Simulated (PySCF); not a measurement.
Gas-phase acidity of cyclopentane

System: cyclopentane, `C1CCCC1` (C5H10). Numbering: `[CH2:1]1[CH2:2][CH2:3][CH2:4][CH2:5]1` These are map numbers, not IUPAC locants.

Computed at ωB97X-D3(BJ)/ma-def2-SVP // PBE0-D3(BJ)/def2-SVP with PySCF (density fitting, grid level 2). The prefix ma- adds one diffuse s and one diffuse p function on all atoms but H. ωB97X-D3(BJ) is ωB97X-V with D3(BJ) in place of VV10. Thermal corrections: PBE0-D3(BJ)/def2-SVP frequencies, unscaled, ideal gas at 298.15 K and 1 bar, quasi-RRHO entropy.

| site | product | ΔH(acid) / kJ/mol | ΔG(acid) / kJ/mol |
| --- | --- | --- | --- |
| C1 (methylene carbon) | `[CH-]1CCCC1` | 1749 | 1720 |

ΔH and ΔG refer to AH → A⁻ + H⁺ in the gas phase. Sites whose products fell apart, merged with another or lost in a GFN2-xTB screen aren't listed.

In diethyl ether the product from C1 is solvated 187 kJ/mol more strongly than the parent (electrostatics only).

Measured values (NIST Chemistry WebBook, evaluated or the median of agreeing entries): deprotonation enthalpy (ΔH) 1746 kJ/mol (computed 1749, difference 3); gas-phase acidity (ΔG) 1710 kJ/mol (computed 1720, difference 10).

Caveats: structures of the anions come from def2-SVP, which lacks diffuse functions; ma-def2-SVP is a small basis, whose errors can reach tens of kJ/mol.

Hardware: 1 thread of Intel Xeon @ 2.70GHz, shared with other jobs. Command: `OMP_NUM_THREADS=1 python redox_run.py task.json out`. Structures, frequencies and single points: 15 min.
